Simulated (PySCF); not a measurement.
Molecule: SMILES CC(C)C#N, C4H7N.

Atom-mapped SMILES (the numbers label the heavy atoms): `[CH3:1][CH:2]([CH3:3])[C:4]#[N:5]`. Each H is labelled by its parent atom.

Geometry PBE0-D3(BJ)/def2-SVP throughout; GIAO in PySCF 2.14.0 with density-fitted response routines, gas phase, one conformer, non-relativistic; equivalent atoms averaged; functional PBE0.

Task: How do the absolute shieldings σ depend on the basis set? (ppm; last column core-seconds on shared hosts with different chips, so compare them loosely)

Result: 
```csv
basis set,functions,C4,C2,C1/C3,N5,H(C2),H(C1)/H(C3),core-s
STO-3G,32,141.0,206.6,212.5,72.4,30.68,31.39,1.9
6-31G,59,78.1,178.2,178.1,-0.8,30.00,31.14,3.8
pcSseg-0,59,55.3,171.7,170.2,-42.9,30.50,31.41,3.7
6-31G*,84,81.3,174.2,174.0,3.7,29.56,30.74,5.2
def2-SVP,105,76.3,174.8,173.4,-6.0,29.17,30.30,6.6
cc-pVDZ,105,78.6,173.3,175.2,-1.3,29.04,30.18,7.1
pcSseg-1,120,56.2,163.2,162.6,-35.7,29.00,30.05,7.3
"6-311+G(2d,p)",177,59.2,164.5,165.7,-22.5,29.00,30.34,14
aug-cc-pVDZ,178,74.2,172.0,174.7,1.3,28.81,30.12,15
def2-TZVP,197,59.0,163.8,165.0,-25.3,28.97,30.30,17
IGLO-III,245,53.6,160.8,161.9,-31.7,28.81,30.17,22
cc-pVTZ,248,61.3,165.0,165.9,-24.1,28.79,30.11,24
pcSseg-2,278,52.7,160.9,161.8,-34.3,28.74,30.04,46
```

Task: Which nucleus moves most, in ppm?

Result: N5 (nitrile nitrogen): from -42.9 ppm with pcSseg-0 to 72.4 ppm with STO-3G. The smallest spread is 1.36 ppm, at H(C1)/H(C3). Proton shifts span only some 12 ppm, so a few tenths of a ppm matter as much there as several ppm in carbon.

Task: Taking the largest basis, pcSseg-2 (278 functions), as the yardstick, rank the others by their worst heavy-atom deviation.

Result: IGLO-III 2.6 ppm (245 functions), pcSseg-1 3.5 ppm (120 functions), def2-TZVP 9.0 ppm (197 functions), cc-pVTZ 10.2 ppm (248 functions), pcSseg-0 10.8 ppm (59 functions), 6-311+G(2d,p) 11.8 ppm (177 functions), def2-SVP 28.3 ppm (105 functions), cc-pVDZ 33.0 ppm (105 functions), 6-31G 33.5 ppm (59 functions), aug-cc-pVDZ 35.6 ppm (178 functions), 6-31G* 38.0 ppm (84 functions), STO-3G 106.6 ppm (32 functions).

A small basis that lands close on one nucleus may do so by chance; judge by the trend and by all nuclei.
